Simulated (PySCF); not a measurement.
**Working out the ionisation energy of Ar**

Ar [Ar] (1S) → Ar⁺ [Ne] 3s2 3p5 (2P). All numbers are calculated (PySCF 2.14, scalar relativity by spin-free X2C-1e, in x2c-SVPall (4s3p1d, 18 functions)). Frozen: [Ne]. Energies in hartree (1 hartree = 27.21139 eV):

```tsv
part	Ar (lower)	Ar⁺ (upper)
UHF	-528.412033	-527.875894
CCSD correlation	-0.152583	-0.130689
(T)	-0.000709	-0.000879
```

**Question.** What does Hartree-Fock give?

**Answer.** (-527.875894) − (-528.412033) = 0.536139 hartree = 14.589 eV.

**Question.** What do CCSD and CCSD(T) give?

**Answer.** The CCSD correlation energies differ by 0.021894 hartree = 0.596 eV and the triples by -0.000170 hartree = -0.005 eV, so CCSD gives 15.185 eV and CCSD(T) 15.180 eV.

Measured between the centres of the two terms (NIST): 15.819 eV, so CCSD(T) (valence) is off by -0.639 eV.

A double-zeta basis recovers only part of the correlation energy.

What remains against the reference includes basis incompleteness, the frozen core and higher excitations.
